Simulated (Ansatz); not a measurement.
## Lattice constant a of some cubic elemental metals

Method: HSE06-D3(BJ) (Ansatz, a quantum-chemistry and plane-wave program, PAW). References are measured values corrected to a static lattice. The table is a random draw of 14 from 17 solids with such references.

Values in Å.

| solid | reference | HSE06-D3(BJ) | error (%) |
|---|---|---|---|
| bcc Li | 3.449¶ | 3.323 | -3.65 |
| fcc Al | 4.018 | 3.947 | -1.77 |
| fcc Sr | 6.045¶ | 5.960 | -1.41 |
| bcc W | 3.16 | 3.130 | -0.95 |
| bcc Fe | 2.853 | 2.879 | +0.91 |
| antiferromagnetic bcc Cr | 2.877 | 2.993 | +4.03 |
| bcc V | 3.021 | 2.907 | -3.77 |
| bcc Cs | 6.039¶ | 6.036 | -0.05 |
| bcc Na | 4.214 | 4.059 | -3.68 |
| bcc Ta | 3.299 | 3.256 | -1.30 |
| fcc Pd | 3.876 | 3.843 | -0.85 |
| fcc Ni | 3.508 | 3.453 | -1.57 |
| bcc Rb | 5.576¶ | 5.538 | -0.68 |
| fcc Ag | 4.062 | 4.040 | -0.54 |

Over these 14 solids the mean error is -1.09 %, the mean absolute error 1.80 % (median 1.35 %), and the worst case antiferromagnetic bcc Cr at +4.03 %; the value is below the reference in 12 of 14 cases. Over all 17, from unrounded values, the mean error is -1.06 % and the mean absolute error 1.64 % (median 1.30 %).

All these references are brought to a static lattice.

Spin–orbit coupling is left out, also for the solids with elements from indium on (bcc W, bcc Cs, bcc Ta); its size isn't shown.

¶ marks references of a special kind: bcc Li, 3.449 Å (measured, low-temperature or extrapolated to 0 K; zero-point anharmonic expansion removed, our sources range from 3.443 to 3.453; as tabulated in Csonka et al. (2009), arXiv:0903.4037); fcc Sr, 6.045 Å (measured, low-temperature or extrapolated to 0 K; zero-point anharmonic expansion removed; as tabulated in Csonka et al. (2009), arXiv:0903.4037); bcc Cs, 6.039 Å (measured, low-temperature or extrapolated to 0 K; zero-point anharmonic expansion removed; as tabulated in Csonka et al. (2009), arXiv:0903.4037); bcc Rb, 5.576 Å (measured, low-temperature or extrapolated to 0 K; zero-point anharmonic expansion removed; as tabulated in Csonka et al. (2009), arXiv:0903.4037).

Exact exchange on metals is sensitive to the k mesh.

Differences are worked out from the printed values.

Caveats: the cell is over a tenth larger than the published one: the level's own overestimate first of all, though another phase or state, or a fault of the published cell, is possible (antiferromagnetic bcc Cr); the commensurate order stands in for chromium's spin-density wave, and the size of the moments varies much between levels (antiferromagnetic bcc Cr). Ansatz's density-functional and Hartree–Fock values are scalar-relativistic unless marked +SOC, with PAW data made under PBE.

Ansatz's runs of these crystals have no spin polarisation, but for bcc Fe, antiferromagnetic bcc Cr, fcc Ni. Meta-GGAs and exact exchange favour moments, which can bear on bcc Fe, antiferromagnetic bcc Cr, bcc V, fcc Pd, fcc Ni.

Density-functional runs with spin start from parallel moments for bcc Fe, opposed moments for antiferromagnetic bcc Cr, parallel moments for fcc Ni.

Not in this set, of the elemental metals with a reference value in our tables and a result at some level: 19 for a reference at room or unstated temperature; 8 for no value at HSE06-D3(BJ) (not run, a failed fit, an unstable or unbound cell, or a value held back for tests). These can be a level's best or worst cases. Solids without a released value at any level aren't counted. Layered and molecular crystals are counted apart. The metals Ce to Yb are counted apart.

References as tabulated in Mejia-Rodriguez and Trickey (2018), arXiv:1807.09216; Csonka et al. (2009), arXiv:0903.4037; Levämäki et al. (2014), arXiv:1402.3671.
